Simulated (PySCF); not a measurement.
# Static response to an electric field

cis-1,2-difluoroethene, C2H2F2.
Structure used (GFN2-xTB), in Å, numbered top down from 1:
```xyz
6
C2H2F2 angstrom
F     -1.384    1.051    0.165
C     -0.647   -0.061    0.136
C      0.649   -0.075   -0.120
F      1.365    1.022   -0.378
H     -1.215   -0.955    0.342
H      1.235   -0.980   -0.141
```

Level: wB97X-D/def2-SVPD (PySCF), static field, nuclei fixed, core orbitals frozen in the response. The polarisability tensor in these axes (au):

```
x   35.17 -0.20 -2.82
y   -0.20 26.14 -0.52
z   -2.82 -0.52 21.44
```

Question: What are the eigenvalues, a third of the trace, and Δα (Δα² = ½Σ(αi − αj)² over the three pairs)?

Answer: Principal values 20.83, 26.19 and 35.73 au; mean 27.58 au = 4.09 Å³ = 4.55 × 10⁻⁴⁰ C²·m²/J; Δα = 13.07 au (47 % of the mean).

Question: What is the dipole moment, and where does it point?

Answer: (0.02, -2.33, 0.24) D, 2.34 D in size, pointing from the negative to the positive side. Measured along this direction, the outermost atoms are F4 and F1 at the negative end and H5 and H6 at the positive end.

Question: Find the Langevin capture rate constant for NO+ (29.998 u) meeting this molecule (64.012 u), k = 2.342 × 10⁻⁹ cm³/s × √(α in Å³ / reduced mass in u).

Answer: The reduced mass is 20.43 u, so k = 1.05 × 10⁻⁹ cm³/s. The formula leaves out the permanent dipole, which adds to the capture rate.

Question: Refractivity n − 1 of an ideal gas of it at 350 K and 1 atm, from the electronic α?

Answer: N = p/kT = 2.0968 × 10¹⁹ cm⁻³, so n − 1 = 2π × N × 4.09 × 10⁻²⁴ cm³ = 538 × 10⁻⁶ at long wavelengths.

Question: What are the principal values of the traceless quadrupole moment, Θ = ½Σq(3rr − r²1), about the centre of nuclear charge?

Answer: -1.28, -1.01, 2.29 D·Å. The values depend on the origin, since the dipole doesn't vanish. The electronic extent ⟨r²⟩ about the same centre is 253 bohr², a root-mean-square distance of 1.49 Å for the 32 electrons.

Question: How large is μ²/3kT at 298 K beside α?

Answer: In Gaussian units μ²/3kT = 44.48 Å³ against 4.09 Å³, a ratio of 10.88; the Debye molar polarisation (4π/3)N_A(α + μ²/3kT) is 122.5 cm³/mol, leaving out the vibrational part.

Geometry: GFN2-xTB; no solvent, vibrations or thermal averaging.
